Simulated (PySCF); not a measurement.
Relaxation of singlet CS₂

These are results of BP86/[C def2-TZVP, S def2-TZVP], no relativity, density fitting, PySCF, not measurements. A (50,194) grid was used.

A hand-made side-on start, of C2v symmetry, held to at least that symmetry:

```xyz
3
charge 0 multiplicity 1, angstrom
C     0.0000    0.0000   -1.2828
S     1.0200    0.0000    0.2407
S    -1.0200    0.0000    0.2407
```

Optimiser trace:
```tsv
step	E − E(last) (kJ/mol)	largest gradient (Eh/bohr)
0	24.39	0.05134
1	0.84	0.01223
2	0.01	0.00138
3	0.00	0.00015
4	0.00	0.00003
```

It ends at C2v with C–S 1.745 Å (×2), S–S 2.139 Å; C–S–S 52.2° (×2), S–C–S 75.6°. A frequency run shows a minimum. Other isomers or separated fragments may lie lower.

The relaxation took 5.4 s on 2 threads of a shared Arm Neoverse V2 host, with 105 basis functions and 5 gradients; the process peaked at 0.5 GiB.
